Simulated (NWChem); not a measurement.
The numbers come from NWChem runs, not from measurements. System: CH₃, charge 0, spin multiplicity 2, at a geometry optimised with UB3LYP/def2-SVP. The structure started from a generated list of species. Its SCF solution wasn't tested for a lower state. Level: evGW@UPBE0/def2-TZVP, RI basis def2-tzvp-rifit, 6 cycles.

Input file:

```
start mol
memory heap 200 mb stack 700 mb global 1700 mb
geometry units angstroms nocenter noautoz
  C      0.000000     0.000000     0.000001
  H      0.000000     0.000000     1.090798
  H     -0.944657     0.000000    -0.545403
  H      0.944657     0.000000    -0.545403
  symmetry group C2v
end
basis spherical
  * library def2-tzvp
end
basis "ri basis" bse spherical
  * library def2-tzvp-rifit
end
dft
  xc pbe0
  odft
  mult 2
  iterations 100
  direct
  tolerances tight
end
task dft energy
gw
  evgw 6
  states alpha occ -1 vir -1
  states beta occ -1 vir -1
end
task dft gw
```

Part of the output:

```
             Northwest Computational Chemistry Package (NWChem) 7.3.0
             --------------------------------------------------------

                                NWChem Input Module
                                -------------------

 Scaling coordinates for geometry "geometry" by  1.889725989
 (inverse scale =  0.529177249)

 Turning off AUTOSYM since
 SYMMETRY directive was detected!

                             Geometry "geometry" -> ""
                             -------------------------

 Output coordinates in angstroms (scale by  1.889725989 to convert to a.u.)

  No.       Tag          Charge          X              Y              Z
 ---- ---------------- ---------- -------------- -------------- --------------
    1 C                    6.0000     0.00000000     0.00000000     0.00000100
    2 H                    1.0000     0.00000000     0.00000000     1.09079800
    3 H                    1.0000    -0.94465700     0.00000000    -0.54540300
    4 H                    1.0000     0.94465700     0.00000000    -0.54540300

 Effective nuclear repulsion energy (a.u.)       9.5725784505

            Nuclear Dipole moment (a.u.)
            ----------------------------
        X                 Y               Z
 ---------------- ---------------- ----------------
     0.0000000000     0.0000000000    -0.0000037795

      Symmetry information
      --------------------

 Group name             C2v
 Group number             16
 Group order               4
 No. of unique centers     3

      Symmetry unique atoms

     1    2    3


 Summary of "ao basis" -> "" (spherical)
 ------------------------------------------------------------------------------
       Tag                 Description            Shells   Functions and Types
 ---------------- ------------------------------  ------  ---------------------
 *                         def2-tzvp                  on all atoms

 new library libraries.bse/

 Summary of "ri basis" -> "" (spherical)
 ------------------------------------------------------------------------------
       Tag                 Description            Shells   Functions and Types
[...]
@GW        24         46.991           0.000
@GW        25         46.993           0.000
@GW        26         53.015           0.000
@GW        27         53.670           0.000
@GW        28         53.674           0.000
@GW        29         58.720           0.000
@GW        30         62.926           0.000
@GW        31         62.928           0.000
@GW        32         69.445           0.000
@GW        33         69.446           0.000
@GW        34         75.802           0.000
@GW        35         76.369           0.000
@GW        36         76.370           0.000
@GW        37         84.694           0.000
@GW        38         84.706           0.000
@GW        39         92.090           0.000
@GW        40         92.738           0.000
@GW        41         92.498           0.000
@GW        42         92.235           0.000
@GW        43         92.220           0.000
@GW        44         97.609           0.000
@GW        45        105.939           0.000
@GW        46        119.136           0.000
@GW        47        119.111           0.000
@GW        48        130.727           0.000
@GW        49        616.008           0.000

                   Beta Orbitals
          State     Energy (eV)     Error (eV)
          -----------------------------------
@GW         1       -293.189           0.000
@GW         2        -21.897           0.000
@GW         3        -15.003           0.000
@GW         4        -15.007           0.000
@GW         5          1.373           0.000
@GW         6          4.332           0.000
@GW         7          5.999           0.000
@GW         8          5.999           0.000
@GW         9          8.317           0.000
@GW        10          8.317           0.000
@GW        11          9.569           0.000
@GW        12         10.411           0.000
@GW        13         15.833           0.000
@GW        14         16.618           0.000
@GW        15         16.619           0.000
@GW        16         21.532           0.000
@GW        17         21.530           0.000
@GW        18         28.572           0.000
@GW        19         28.262           0.000
@GW        20         28.261           0.000
@GW        21         40.969           0.000
@GW        22         43.832           0.000
@GW        23         45.862           0.000
@GW        24         47.345           0.000
@GW        25         47.355           0.000
@GW        26         53.630           0.000
@GW        27         54.364           0.000
@GW        28         58.898           0.000
@GW        29         58.832           0.000
@GW        30         59.592           0.000
@GW        31         59.595           0.000
@GW        32         69.688           0.000
@GW        33         69.686           0.000
@GW        34         76.457           0.000
@GW        35         76.469           0.000
@GW        36         76.078           0.000
@GW        37         86.534           0.000
@GW        38         86.486           0.000
@GW        39         92.700           0.000
@GW        40         92.871           0.000
@GW        41         95.492           0.000
@GW        42         92.588           0.000
@GW        43         92.540           0.000
@GW        44        100.294           0.000
@GW        45        105.993           0.000
@GW        46        119.251           0.000
@GW        47        119.249           0.000
@GW        48        131.110           0.000
@GW        49        616.388           0.000

     GW Timing Statistics
   ------------------------
   Init.   :          0.1s
     ERIs  :          0.1s
     Distr.:          0.0s
     Vxc   :          0.2s
   Sigma_x :          0.0s
   RPA     :          0.2s
   Wmn     :          0.3s
   Sigma_c :          0.4s
   GW total:          1.3s

 Task  times  cpu:        1.3s     wall:        1.3s

 Total times  cpu:        2.8s     wall:        2.8s
```
